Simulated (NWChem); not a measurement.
## Predicting a hybrid from its neighbours: C3O2

C3O2: 5 atoms, total charge 0, spin state singlet. SMILES: `O=C=C=C=O`. The shape is that of a PBE0-D4/def2-TZVP optimisation.

The electronic atomisation energy y, in eV, basis 6-311+G(d,p); a is the functional's share of exact exchange. Programs: NWChem 7.3.0.

| functional | program | a | y (eV) |
| --- | --- | --- | --- |
| TPSS | NWChem | 0 | 28.96 |
| revPBE | NWChem | 0 | 29.55 |
| B3LYP | NWChem | 0.2 | 28.67 |
| PBE0 | NWChem | 0.25 | ? |
| BHLYP | NWChem | 0.5 | 26.42 |

**Question.** Fit y = c + s·a to the known rows and predict PBE0.

**Answer.** 
1. Means of the 4 rows: a = 0.1750, y = 28.400.
2. Σ(Δa)² = 0.1675, Σ(Δa·Δy) = -0.936, so the slope is -0.936/0.1675 = -5.5881.
3. Intercept: 28.400 − (-5.5881) × 0.1750 = 29.378. The largest residual of the fit is 0.42.
4. PBE0: 29.378 + (-5.5881) × 0.25 = 27.98 eV.

The run gave 29.17 eV, so the prediction is off by -1.19 eV, more than the scatter of the fit. The rows mix families of semi-local functionals, which the line can't see.
